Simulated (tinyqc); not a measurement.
Worked calculation: Hueckel theory of the pi electrons, for the molecule [CH2]C([CH2])=CC=O (SMILES; centres numbered as the heavy atoms are written). One step of it, computed by the program tinyqc.

Problem. Orbitals. Diagonalise; E = alpha + x beta with beta < 0, so the largest x are filled first; degenerate levels share their electrons. P = sum n_i c_ri c_si; each orbital has its largest coefficient positive (the first on a tie).

Hueckel matrix in units of beta (H = alpha + beta A):
```
          1C        2C        3C        4C        5C        6O
1C  0.000000  1.000000  0.000000  0.000000  0.000000  0.000000
2C  1.000000  0.000000  1.000000  1.000000  0.000000  0.000000
3C  0.000000  1.000000  0.000000  0.000000  0.000000  0.000000
4C  0.000000  1.000000  0.000000  0.000000  1.000000  0.000000
5C  0.000000  0.000000  0.000000  1.000000  0.000000  1.000000
6O  0.000000  0.000000  0.000000  0.000000  1.000000  1.050000
```

pi electrons, sum of z_r less the charge = 6

Give: x values; occupations; coefficients; charge and bond-order matrix P.

Solution.

x values: 2.012  1.551  0.360  0.000  -0.995  -1.879

occupations: 2.000  2.000  2.000  0.000  0.000  0.000

coefficients:
```
      MO1     MO2     MO3     MO4     MO5     MO6
1C  0.227  -0.337  -0.334   0.707   0.334  -0.334
2C  0.456  -0.523  -0.120   0.000  -0.332   0.627
3C  0.227  -0.337  -0.334  -0.707   0.334  -0.334
4C  0.464  -0.137   0.626   0.000  -0.338  -0.511
5C  0.477   0.310   0.346   0.000   0.668   0.332
6O  0.496   0.619  -0.501   0.000  -0.327  -0.113
```

charge and bond-order matrix P:
```
        1C      2C      3C      4C      5C      6O
1C   0.554   0.640   0.554  -0.115  -0.224   0.142
2C   0.640   0.993   0.640   0.416   0.027  -0.075
3C   0.554   0.640   0.554  -0.115  -0.224   0.142
4C  -0.115   0.416  -0.115   1.251   0.790  -0.336
5C  -0.224   0.027  -0.224   0.790   0.887   0.512
6O   0.142  -0.075   0.142  -0.336   0.512   1.761
```
